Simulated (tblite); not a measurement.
C5H5S (charge +1).
Numbering: `[cH:1]1[cH:2][cH:3][s+:4][cH:5][cH:6]1` (hydrogens: H7 on C1; H8 on C2; H9 on C3; H10 on C5; H11 on C6)

The geometry is computed with GFN2-xTB (gas phase).

Problem. What internal coordinates does the optimisation give?

Solution. 
```json
{"bond": "C1–C2, C1–C6", "length (Å)": "1.393"}
{"bond": "C2–C3, C5–C6", "length (Å)": "1.374"}
{"bond": "C3–S4, S4–C5", "length (Å)": "1.691"}
{"bond": "C1–H7", "length (Å)": "1.080"}
{"bond": "C2–H8, C6–H11", "length (Å)": "1.082"}
{"bond": "C3–H9, C5–H10", "length (Å)": "1.081"}
```

Bonds in one row agree within 0.01 Å and their mean is given. A selection of angles:
```json
{"angle": "C2–C1–C6", "degrees": "122.6"}
{"angle": "C2–C1–H7", "degrees": "118.7"}
{"angle": "C1–C2–C3", "degrees": "122.9"}
{"angle": "C1–C2–H8", "degrees": "118.9"}
{"angle": "C3–C2–H8", "degrees": "118.2"}
{"angle": "C2–C3–S4", "degrees": "124.5"}
{"angle": "C2–C3–H9", "degrees": "121.1"}
{"angle": "S4–C3–H9", "degrees": "114.5"}
{"angle": "C3–S4–C5", "degrees": "102.8"}
```

The 6 heavy atoms lie in one plane (0.001 Å rms). C1 (aromatic CH carbon) is planar (angles 122.6°, 118.7° and 118.7°, sum 360.0°, 0.00 Å off the plane of its three neighbours). C3 (aromatic CH next to a ring sulfur) is planar (angles 124.5°, 121.1° and 114.5°, sum 360.0°, 0.00 Å off the plane of its three neighbours). The 6-membered ring C1–C2–C3–S4–C5–C6 has internal angles of 102.8° to 124.5°; it is planar, 0.00 Å rms from its mean plane, widest ring torsion 0°. C2 (aromatic CH carbon) is planar (angles 122.9°, 118.9° and 118.2°, sum 360.0°, 0.00 Å off the plane of its three neighbours).

Point group: C2v (every atom within 0.08 Å of its image). Its GFN2-xTB frequencies are all real (lowest 241 cm⁻¹).

Time: under 0.1 s of wall time. Hardware: one thread of an Arm Neoverse V2, shared host with 96 logical CPUs at a one-minute load of 49. This is the geometry optimisation.
